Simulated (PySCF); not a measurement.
Geometry:
```
atom   x (Å)   y (Å)   z (Å)
  C1   2.325   1.070   1.125
  N2   1.677   0.209   0.660
  C3   0.853  -0.791   0.092
  C4  -0.308  -0.204  -0.705
  C5  -1.254   0.642   0.129
  H6   0.475  -1.428   0.909
  H7   1.480  -1.429  -0.552
  H8  -0.848  -1.050  -1.162
  H9   0.104   0.390  -1.538
 H10  -0.729   1.499   0.578
 H11  -2.076   1.037  -0.485
 H12  -1.700   0.056   0.948
```

Geometry: PBE0-D3(BJ)/def2-SVP; GIAO absolute shieldings from PySCF 2.14, gas phase, non-relativistic, averaged over equivalent atoms.

At PBE0/IGLO-III (245 basis functions, 24 s wall time on 1 thread of an Arm Neoverse V1, shared host):
| atoms | σ (ppm) |
| --- | --- |
| C1 | 3.2 |
| C3 | 140.2 |
| C4 | 156.9 |
| C5 | 171.6 |
| N2 | 68.3 |
| H6/H7 | 28.06 |
| H8/H9 | 29.83 |
| H10/H11/H12 | 30.26 |

Task: What do these become at PBE/pcSseg-2?

Result: 
```tsv
atoms	σ at PBE/pcSseg-2	change
C1	3.4	+0.2
C3	134.4	-5.8
C4	150.8	-6.1
C5	166.7	-4.9
N2	66.1	-2.2
H6/H7	27.81	-0.25
H8/H9	29.59	-0.24
H10/H11/H12	30.05	-0.21
```

The largest change is at C4 (sp3 CH2). Cost: 278 basis functions, 64 s wall time on 1 thread of an Arm Neoverse N1, shared host. The order of the carbon signals is the same at both levels.
